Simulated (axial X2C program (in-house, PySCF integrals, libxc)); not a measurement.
# Na₂⁻: cheaper levels and CCSD(T), with spin–orbit coupling

All values were computed with an in-house all-electron X2C program for linear molecules (integrals from PySCF). Two-component (2c) means X2C with spin–orbit coupling and atomic mean-field two-electron Coulomb and Gaunt terms. Basis: Na dyall-av3z [10s9p5d2f] (cores contracted in-house); Gaussian nuclei, density fitting, unrestricted open shells. Masses: Na 22.990 u.

State: Ω = 1/2 (⟨Sz⟩ = 0.50, ⟨Lz⟩ = 0.00 at HF); fragments Na- + Na.

| level | Re (Å) | ωe (cm⁻¹) | De (eV) |
| --- | --- | --- | --- |
| PBE0 | 3.525 | 100.6 | 0.692 |
| HF | 3.893 | 84.7 | 0.536 |
| CCSD | 3.622 | 98.9 | 0.586 |
| r2SCAN | 3.572 | 96.2 | 0.709 |

Correlated methods: 3 electrons correlated (number of frozen shells: Na 2 s, 1 p), 277 virtual spin orbitals or spinors in MP2, 50 natural virtuals in coupled cluster.

CCSD(T), same Hamiltonian and basis:

Re = 3.608 Å, ωe = 99.8 cm⁻¹, De = 0.60 eV; T1 = 0.116 (Lee–Taylor normalisation).

Q: Give the differences from CCSD(T) in the columns below.

A: 

| level | ΔRe (Å) | Δωe (cm⁻¹) | ΔDe (eV) |
| --- | --- | --- | --- |
| PBE0 | -0.083 | 0.8 | 0.09 |
| HF | 0.285 | -15.1 | -0.06 |
| CCSD | 0.014 | -0.9 | -0.01 |
| r2SCAN | -0.036 | -3.6 | 0.11 |

Occupations by symmetry block were frozen at the best pattern of an incomplete PBE0 search. De is counted from the lowest determinant-based energies of the atoms at the same level, without counterpoise correction. Density functionals use the spin component along the axis (collinear). CCSD and (T) use frozen natural virtuals with an MP2 correction for the truncation; (T) itself is uncorrected, so its De runs slightly low. At some level and bond length an empty orbital lies below a filled one. The highest occupied level of some functionals is positive through self-interaction error; at Hartree–Fock it is bound. The determinant is spin-polarised beyond a pure state at some levels (its spin-free form has ⟨S²⟩ too high), which makes Re and μ there less reliable. The T1 diagnostic is large, a sign of multireference character. Hartree–Fock gets electron affinities wrong, so its lowest charge split need not be the true one.
